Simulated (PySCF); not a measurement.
Species: C5H9S (doublet state).
Structure used (GFN2-xTB), in Å, numbered top down from 1:
```
atom  x, y, z in Å
C1     2.2806    1.0182   -0.7018
C2     1.5664    0.3428    0.1381
C3     0.8336   -0.9077    0.3023
C4    -0.6096   -0.6747    0.7725
C5    -1.3902    0.1301   -0.2528
S6    -3.1286    0.3860    0.2453
H7     2.6997    1.9835   -0.4567
H8     2.5251    0.6734   -1.7107
H9     1.3499   -1.5251    1.0435
H10    0.8131   -1.4694   -0.6455
H11   -1.1009   -1.6367    0.9315
H12   -0.5967   -0.1389    1.7247
H13   -0.9340    1.1062   -0.4177
H14   -1.4490   -0.3990   -1.2040
H15   -2.8638    1.1193    1.3244
```

The hyperfine couplings belong to this conformer and change with its torsions.

The species is `C=[C]CCCS` [radical].

Level of theory: PySCF 2.14.0, UKS B3LYP, pcH-1 on C H S, non-relativistic, mean-field spin-orbit, GIAO. The structure is a single GFN2-xTB conformer in the gas phase; no vibrational or solvent corrections. Couplings are sensitive to structure, and on GFN2-xTB geometries they can be far from those on DFT ones. The SCF solution wasn't tested for stability.

Principal values of hyperfine tensors in MHz (contact, dipolar and spin–orbit terms together), for some of the nuclei:

```json
{"atom": "H8", "isotope": "1H", "A1": "173.26", "A2": "175.98", "A3": "184.22"}
{"atom": "H10", "isotope": "1H", "A1": "120.94", "A2": "125.13", "A3": "134.12"}
{"atom": "H7", "isotope": "1H", "A1": "108.40", "A2": "109.62", "A3": "126.42"}
{"atom": "C4", "isotope": "13C", "A1": "18.30", "A2": "18.58", "A3": "23.72"}
{"atom": "H9", "isotope": "1H", "A1": "11.21", "A2": "12.78", "A3": "29.70"}
{"atom": "C3", "isotope": "13C", "A1": "12.95", "A2": "13.49", "A3": "26.93"}
{"atom": "C1", "isotope": "13C", "A1": "-20.27", "A2": "-1.20", "A3": "12.86"}
{"atom": "H12", "isotope": "1H", "A1": "-6.63", "A2": "-4.94", "A3": "5.58"}
```

Give the isotropic coupling of each nucleus in MHz and in mT (g = 2.0022), and the anisotropic part.

a_iso = (A1 + A2 + A3)/3, Ti = Ai − a_iso; 1 mT corresponds to 28.023 MHz. The tensors hold a spin–orbit part: the run splits a_iso into a_FC + a_SO, and T includes its anisotropic share.

```csv
atom,a_iso (MHz),a_FC,a_SO,a_iso (mT),T1,T2,T3
H8,177.82,177.82,0.00,6.346,-4.56,-1.84,6.40
H10,126.73,126.73,0.00,4.522,-5.79,-1.60,7.39
H7,114.81,114.82,0.00,4.097,-6.41,-5.19,11.60
C4,20.20,20.20,0.00,0.721,-1.90,-1.62,3.52
H9,17.90,17.90,0.00,0.639,-6.68,-5.12,11.80
C3,17.79,17.79,0.00,0.635,-4.84,-4.30,9.14
C1,-2.87,-2.87,0.00,-0.102,-17.40,1.67,15.73
H12,-1.99,-1.99,0.00,-0.071,-4.63,-2.94,7.58
```

What spin density at the nucleus of C3 lies behind its contact coupling (g_N = 1.40482)?

a_FC = 800.24 MHz bohr³ × g_N × ρ(0)/(2S). With a_FC = 17.79 MHz and 2S = 1, ρ(0) = 0.01582 bohr⁻³.

C2 (13C, g_N = 1.40482) isn't in the table. Its spin density at the nucleus is 0.236 bohr⁻³. What is its contact coupling?

By the same relation, a_FC = 265.3 MHz. The spin–orbit term adds -0.13 MHz. Its full tensor has the principal values 183.90, 203.96, 407.52 MHz.

Name the largest traceless tensor T of the table and describe it.

C1: -17.4, 1.7, 15.7 MHz, rhombic: the two smaller values differ by 81 % of the largest.

In a single crystal, with the field along each principal axis of the tensor of H8 in turn, what first-order splitting does this nucleus give (isotropic g, quadrupole terms neglected)?

2 lines (I = 1/2), spaced by |A_i|/(g × 13.996): 6.18, 6.28, 6.57 mT along the axes of A1, A2 and A3.
